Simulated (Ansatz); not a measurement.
`CC1=NCCO1` → `O=C1CCCN1`  (isomerisation)

Calculated with Ansatz (gas phase, PBE0-D4/def2-TZVP geometries, no zero-point term in ΔE). CBS: MP2 limit from def2 TZ/QZ plus the TZ coupled-cluster correction, frozen cores. Functionals use def2-TZVPP. HSE06 is defined as in plane-wave codes.

(1) Is it downhill or uphill in electronic energy at CCSD(T)/CBS, and by how much? (An estimate is asked.)

(2) What do these levels give: LDA (SPW92), PBE-D4, B97M-V, r2SCANh-D4, PBE0, r2SCANh, HSE06, CAM-B3LYP, CCSD/def2-SVP, HF/def2-TZVPP, CCSD/def2-TZVPP, CCSD/CBS(def2)? (An estimate is asked.)

Largest T1 diagnostic among the species: 0.013.

Results:

(1) Ansatz gave: Downhill: ΔE = -18.2 kcal/mol.

(2) The calculation gave: LDA (SPW92) -21.4, PBE-D4 -19.9, B97M-V -18.9, r2SCANh-D4 -20.0, PBE0 -20.4, r2SCANh -20.0, HSE06 -20.4, CAM-B3LYP -19.2, CCSD/def2-SVP -20.5, HF/def2-TZVPP -18.8, CCSD/def2-TZVPP -18.2, CCSD/CBS(def2) -18.7 kcal/mol.

Leaving LDA and LC-ωPBE aside and taking each functional with its dispersion term where it has one, the values, not all of them listed here, spread over 2.2 kcal/mol, from PBE0-D4 to BLYP-D4. LDA lies −1.7 kcal/mol from PBE without D4. From PBE to PBE0 (25 % exact exchange), in def2-TZVPP and without D4, ΔE moves by −0.8 kcal/mol.
